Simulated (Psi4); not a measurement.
Reaction (SMILES): ClCl (Cl2) + [H][H] (H2) → 2 Cl (HCl)
B3LYP-D3(BJ)/def2-TZVP geometries, fixed; electronic energies without zero-point terms.

Basis-set convergence of the energy of full hydrogenation at HF with Psi4. Cartesian d functions, on some or all atoms, in 6-31G*, 6-31G**; all else is spherical. Density fitting with the program's default auxiliary sets. No added dispersion term, no relativity. Functions are those of the species that has most. Reference: the value in aug-cc-pV(5+d)Z, -51.23 kcal/mol, itself unsure by roughly 0.09 kcal/mol (its mean distance from aug-cc-pV(Q+d)Z, cc-pV(5+d)Z, def2-QZVPPD). Deviations are taken from unrounded values.

```
basis        functions
-----------  ---------
STO-3G              18
3-21G               26
6-31G               26
def2-SV(P)          36
def2-SVP            36
6-31G*              38
6-31G**             38
cc-pV(D+d)Z         46
6-311G**            52
def2-TZVP           74
cc-pV(T+d)Z         78
def2-TZVPP          84
cc-pV(Q+d)Z        128
def2-QZVPP         140
cc-pV(5+d)Z        200
```

Question: Which is the smallest set listed that can be trusted to 2 kcal/mol here, that is, within that of the reference together with its larger relatives (same family, alike in diffuse functions; a set with none to test it counts only in the reference's own line)?

Answer: The smallest set listed that lies within 2 kcal/mol of the reference with all its larger relatives (same family, alike in diffuse functions; a set with none counts only in the reference's own line) is def2-TZVP (74 functions, 0.31 kcal/mol off). Inside the window by cancellation, since a larger relative falls out: 3-21G, 6-31G, 6-31G*. Value minus reference: STO-3G 25.94, 3-21G -1.65, 6-31G -0.55, def2-SV(P) 5.63, def2-SVP -4.32, 6-31G* 0.65, 6-31G** -4.29, cc-pV(D+d)Z -5.29, 6-311G** -8.00, def2-TZVP 0.31, cc-pV(T+d)Z -0.30, def2-TZVPP -0.64, cc-pV(Q+d)Z -0.09, def2-QZVPP -0.13, cc-pV(5+d)Z 0.01 kcal/mol.
